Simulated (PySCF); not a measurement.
Compound: acetyl fluoride, C2H3FO.
InChI=1S/C2H3FO/c1-2(3)4/h1H3

The closed-shell ground state was solved at several levels (PySCF, density fitting, gas phase, non-relativistic). Geometry: PBE0-D3(BJ)/def2-SVP; no solvent, vibrations or thermal averaging.

| level | basis functions | HOMO (eV) | LUMO (eV) | gap (eV) | dipole (D) |
| --- | --- | --- | --- | --- | --- |
| PBE0/pcSseg-1 | 83 | -8.96 | -0.35 | 8.61 | 2.96 |
| B3LYP/pcJ-1 | 138 | -8.68 | -0.65 | 8.03 | 2.95 |
| KT3/pcSseg-2 | 186 | -7.47 | -1.56 | 5.91 | 2.88 |

Task: Estimate the row for B3LYP/def2-SVPD, a basis of 110 functions; the other rows only guide the guess.

Result: HOMO -8.86 eV, LUMO -0.90 eV, gap 7.96 eV, dipole 3.00 D.

Task: Over all these levels, which gives the widest orbital gap and which the narrowest?

Result: PBE0/pcSseg-1 (global hybrid, 25 % exact exchange) has the widest, 8.61 eV, and KT3/pcSseg-2 (GGA) the narrowest, 5.91 eV. Functional and basis both differ between the two, so the spread mixes both effects.

Task: How far do the dipole and the HOMO energy spread over the levels?

Result: The dipole runs from 2.88 to 3.00 D (mean 2.95 D) and the HOMO from -8.96 to -7.47 eV.
